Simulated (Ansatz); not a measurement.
**Counterpoise correction, worked out**

The pair of SiNH5 (SMILES [SiH3]N, atoms 1–7) and PH3 (SMILES P, atoms 8–11), both closed shells, in one local arrangement (a lower one may exist), relaxed at PBE0-D4/def2-TZVP:

```
11
angstrom
Si -0.3072 -0.6206 -1.7540
N 0.5607 0.6223 -0.9394
H -0.6401 -1.6741 -0.7603
H -1.5488 -0.0186 -2.3050
H 0.4087 -1.2843 -2.8842
H 0.7025 1.5092 -1.3960
H 1.3603 0.3795 -0.3749
P 0.3826 0.1525 2.3861
H -0.8010 -0.4809 1.9315
H -0.1853 1.4505 2.3377
H 0.0674 -0.0356 3.7585
```

Computed with Ansatz 0.2.0 (basis: def2-TZVPPD); correlated methods freeze the cores.

CCSD(T) total energies in eV:

| system | geometry | basis functions | energy |
| --- | --- | --- | --- |
| pair | pair | all | -18760.68271 |
| SiNH5 | as in the pair | all (partner as ghosts) | -9435.51565 |
| PH3 | as in the pair | all (partner as ghosts) | -9325.09661 |
| SiNH5 | as in the pair | its own | -9435.50786 |
| PH3 | as in the pair | its own | -9325.08680 |
| SiNH5 | free (PBE0-D4 minimum) | its own | -9435.50779 |
| PH3 | free (PBE0-D4 minimum) | its own | -9325.08634 |

(1) Work out the interaction energy with and without the counterpoise correction, the superposition error, and the binding energy from the relaxed fragments.

The T1 diagnostic stays at or below 0.014.

Answers

(1) Without correction: -18760.68271 − (-9435.50786) − (-9325.08680) = -0.08805 eV.
With correction (each fragment in the whole basis): -18760.68271 − (-9435.51565) − (-9325.09661) = -0.07045 eV = -1.62 kcal/mol.
The superposition error is the difference, 0.01760 eV, 20 % of the uncorrected value: each fragment borrows its partner's functions.
Deformation from the free shapes: -0.00007 eV for SiNH5 and -0.00046 eV for PH3 (a small negative value is possible, since the free shapes are minima of another method).
Binding energy from relaxed fragments: -0.07045 + (-0.00007) + (-0.00046) = -0.07098 eV = -1.64 kcal/mol (electronic, without zero-point energy; negative means bound). For comparison, the corrected interaction energy by CCSD(T) at an estimated basis limit (MP2 extrapolated from triple and quadruple zeta, plus CCSD(T) − MP2 in triple zeta) is -0.083 eV; triple zeta with the correction binds less.

For scale, one of the runs: CCSD(T)/def2-TZVPPD, 269 basis functions, launched by `ansatz run in.yaml --threads 4 --pin off --events-out ev --progress --plain --max-ram 9574MiB`. Time: 110 s of wall clock on 4 CPU threads of an Arm Neoverse V1; the host was shared. Peak host memory: 6.4 GiB.
